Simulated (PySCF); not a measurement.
# C4H8N2: the cost of one run

Computed with PySCF 2.14.0 and routines of our own; the level stands in each step. Atoms count from 0.

## 1. The system as given

14 atoms, charge 0, multiplicity 1; geometry from: GFN2-xTB.

## 2. Relaxing the molecule at PBE0/6-31G*

The job: settings as JSON, then the geometry in Å.

```
{"job": {"xc": "PBE0", "basis": "6-31G*", "grid": 1, "kind": "geom"}, "charge": 0, "multiplicity": 1}
C     -0.735305     1.865034    -0.565376
C      0.158959     1.023776    -0.053707
C     -0.017110    -0.416149     0.069168
C     -1.270962    -1.039779    -0.471474
N      0.812064    -1.237513     0.596884
N      1.952530    -0.875938     1.206967
H     -1.692426     1.536390    -0.930555
H     -0.540274     2.922480    -0.630966
H      1.097409     1.429376     0.307680
H     -1.223464    -2.114577    -0.326767
H     -2.143019    -0.648828     0.049719
H     -1.376871    -0.824930    -1.533232
H      2.374211     0.025105     0.998463
H      2.603580    -1.644919     1.261030
```

Launch:

```console
> OMP_NUM_THREADS=1 python excited_run.py task.json out
```

The driver reads the jobs from task.json and runs them one after another.

**Question.** How long does this run take on 1 thread of Arm Neoverse V1, shared host?

About 34 s.
